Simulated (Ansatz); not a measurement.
Process, species as SMILES: ClC (CH3-Cl) → [CH3] (CH3) + Cl atom
B3LYP-D3(BJ)/def2-TZVP geometries, fixed; electronic energies without zero-point terms.
Largest species:
```
C
H 1 1.0858
H 1 1.0858 2 110.57
H 1 1.0858 2 110.57 3 -122.80
Cl 1 1.7944 2 108.35 3 118.60
```

Energies in hartree at PBE with Ansatz (a program for electronic structure); the bond dissociation energy is their sum with the coefficients shown, times 627.509 kcal/mol a hartree. All functions are spherical. Open shells are unrestricted. No added dispersion term, no relativity.

```tsv
species	coefficient	part	cc-pV(D+d)Z	cc-pV(T+d)Z	cc-pV(Q+d)Z
CCl (CH3-Cl)	-1	PBE	-499.86264	-499.89680	-499.90418
[CH3] (CH3)	+1	PBE	-39.76914	-39.78759	-39.79104
Cl atom	+1	PBE	-459.94929	-459.96552	-459.96943
```

Question: Predict the bond dissociation energy in cc-pV(5+d)Z (X = 5): let each PBE step shrink by the ratio of the last two. Compare with the run.

Answer: 
- CCl (CH3-Cl): steps -0.03416 and -0.00738, ratio 0.216, so PBE -499.90577 (run: -499.90873).
- [CH3] (CH3): steps -0.01845 and -0.00345, ratio 0.187, so PBE -39.79169 (run: -39.79246).
- Cl atom: steps -0.01623 and -0.00391, ratio 0.241, so PBE -459.97037 (run: -459.97270).
Predicted 90.18 kcal/mol; the run in cc-pV(5+d)Z gives 90.09, a miss of 0.09. Keeping the value in cc-pV(Q+d)Z, 90.18, would miss by 0.09. All sums are of the energies as printed.
